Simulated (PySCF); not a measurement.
## 1-pentanethiol, C5H12S

Geometry:
```
atom   x (Å)   y (Å)   z (Å)
  C1  -2.845   0.273   0.239
  C2  -1.462   0.611  -0.294
  C3  -0.380  -0.349   0.182
  C4   1.007  -0.011  -0.350
  C5   2.080  -0.967   0.142
  S6   3.741  -0.647  -0.526
  H7  -3.605   0.983  -0.122
  H8  -2.866   0.295   1.340
  H9  -3.159  -0.736  -0.075
 H10  -1.190   1.639   0.003
 H11  -1.480   0.616  -1.398
 H12  -0.360  -0.357   1.287
 H13  -0.646  -1.378  -0.119
 H14   1.002  -0.014  -1.453
 H15   1.274   1.019  -0.053
 H16   1.855  -1.997  -0.179
 H17   2.123  -0.985   1.242
 H18   3.891   0.581   0.016
```

Theory: quadratic response CAM-B3LYP/aug-cc-pVDZ first hyperpolarisability, Taylor convention, gas phase (PySCF 2.14.0). Geometry: PBE0-D3(BJ)/def2-SVP.

Problem. Give the tensor of the second harmonic β(−2ω;ω,ω) at 1064 nm in the axes of these coordinates.

Solution. In au, Taylor convention; rows are the first index (the induced dipole):
|  | xx | yy | zz | xy | xz | yz |
| --- | --- | --- | --- | --- | --- | --- |
| x | -155.2 | -10.4 | -21.4 | +37.1 | -11.7 | +2.1 |
| y | +37.5 | -5.3 | -12.4 | -10.0 | +3.3 | +5.7 |
| z | -10.6 | +6.6 | +36.3 | +2.9 | -21.9 | -13.3 |

Norm of βᵢ = ⅓ Σⱼ (βᵢⱼⱼ + βⱼᵢⱼ + βⱼⱼᵢ): 190.6 au, hyper-Rayleigh value 76.5 au.
